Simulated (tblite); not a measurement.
Compound: C₅H₁₀N (doublet state).
Z-matrix (Å and degrees, GFN2-xTB geometry), rows numbered from 1:
```
C 
N   1  1.2958
C   2  1.2993  1  129.55
C   3  1.4996  2  123.25  1    18.66
C   3  1.4955  2  117.96  1  -163.25
C   5  1.5322  3  111.66  2   114.19
H   1  1.0860  2  123.92  3    20.71
H   1  1.0763  2  117.61  3  -164.77
H   4  1.0929  3  109.95  2   -84.14
H   4  1.0896  3  110.37  2    34.34
H   4  1.0868  3  111.00  2   155.73
H   5  1.0904  3  108.65  2    -6.69
H   5  1.0944  3  109.63  2  -125.20
H   6  1.0874  5  110.21  3  -179.25
H   6  1.0875  5  110.76  3    60.66
H   6  1.0874  5  110.17  3   -59.49
```

Calculated harmonic vibrations of the isolated species, GFN2-xTB (tblite), most abundant isotopes, no scaling. This tight-binding method is rough: wavenumbers can miss measured ones by several per cent, in bad cases by 10 to 20. One conformer, not necessarily the lowest. Open shells enter through the occupations alone, without spin polarisation, and single modes of such species can be off by tens of per cent.

Harmonic wavenumbers (cm⁻¹): 56.2, 96.8, 174.0, 205.8, 237.4, 311.7, 379.0, 433.3, 483.1, 594.8, 738.4, 800.9, 822.2, 976.7, 985.9, 1029.8, 1061.3, 1070.0, 1101.2, 1226.7, 1251.9, 1299.4, 1347.8, 1380.1, 1404.7, 1449.1, 1467.0, 1474.5, 1480.3, 1501.4, 1505.0, 1559.3, 2937.3, 2955.4, 2968.9, 3003.2, 3010.5, 3034.9, 3037.5, 3040.5, 3041.4, 3106.7.

A = 6191, B = 2318, C = 1940 MHz; mass 84.081 u (most abundant isotopes); point group C1, symmetry number 1; spin multiplicity 2.

Task: What is the zero-point energy?

Result: ½Σν̃ = 30021 cm⁻¹ = 359.13 kJ/mol.

Task: Give the ideal-gas entropy at 400 K and 1 bar in the rigid-rotor, harmonic-oscillator model (classical rotation).

Result: Translation 170.24, rotation 116.00, vibration 115.77, spin (R ln 2) 5.76: S = 407.8 J/(mol K).

Task: And Cp and H(400 K) − H(0)?

Result: Cp = 156.29 J/(mol K), of which vibrations give 123.03 (their classical limit is 42 R = 349.2); H(400 K) − H(0) = 37.81 kJ/mol without the zero-point energy, 24.51 from vibrations.

Task: What must be added to the electronic energy to get the Gibbs energy at 400 K and 1 bar?

Result: ZPE + [H(400 K) − H(0)] − T·S = 359.13 + 37.81 − 163.11 = 233.83 kJ/mol.

Task: How do the functions run with temperature in this model?

Result: 
```json
{"T (K)": "100", "S (J/(mol K))": "268.9", "Cp (J/(mol K))": "65.1", "H − H(0) (kJ/mol)": "4.74", "G − H(0) (kJ/mol)": "-22.15", "ln q(vib)": "1.07"}
{"T (K)": "200", "S (J/(mol K))": "323.5", "Cp (J/(mol K))": "94.8", "H − H(0) (kJ/mol)": "12.78", "G − H(0) (kJ/mol)": "-51.91", "ln q(vib)": "2.87"}
{"T (K)": "300", "S (J/(mol K))": "367.5", "Cp (J/(mol K))": "124.9", "H − H(0) (kJ/mol)": "23.74", "G − H(0) (kJ/mol)": "-86.51", "ln q(vib)": "4.71"}
{"T (K)": "500", "S (J/(mol K))": "445.8", "Cp (J/(mol K))": "184.9", "H − H(0) (kJ/mol)": "54.91", "G − H(0) (kJ/mol)": "-167.99", "ln q(vib)": "8.40"}
{"T (K)": "800", "S (J/(mol K))": "547.6", "Cp (J/(mol K))": "248.5", "H − H(0) (kJ/mol)": "120.67", "G − H(0) (kJ/mol)": "-317.45", "ln q(vib)": "13.83"}
{"T (K)": "1000", "S (J/(mol K))": "606.3", "Cp (J/(mol K))": "277.3", "H − H(0) (kJ/mol)": "173.39", "G − H(0) (kJ/mol)": "-432.96", "ln q(vib)": "17.29"}
```

q(vib) and H(0) count from the zero-point level.

Task: Blend soft modes into free rotors: weight 1/[1 + (100 cm⁻¹/ν̃)⁴] for the oscillator and the rest for a rotor with moment μB/(μ + B), μ = h/(8π²ν), B = 10⁻⁴⁴ kg m². What vibrational entropy results?

Result: 108.05 J/(mol K) in place of 115.77, which changes −T·S at 400 K by +3.09 kJ/mol.

Task: Which modes carry the vibrational entropy at 400 K?

Result: 56.2 cm⁻¹: 21.62; 96.8 cm⁻¹: 17.13; 174.0 cm⁻¹: 12.35; 205.8 cm⁻¹: 11.00; 237.4 cm⁻¹: 9.88; 311.7 cm⁻¹: 7.79 J/(mol K); the other 36 give 36.01 together.

Hindered rotation and anharmonicity are outside this model. Other conformers, if any are populated, would add a mixing term that is left out. The structure is chiral; the term R ln 2 for an equal mix with its mirror image is left out.
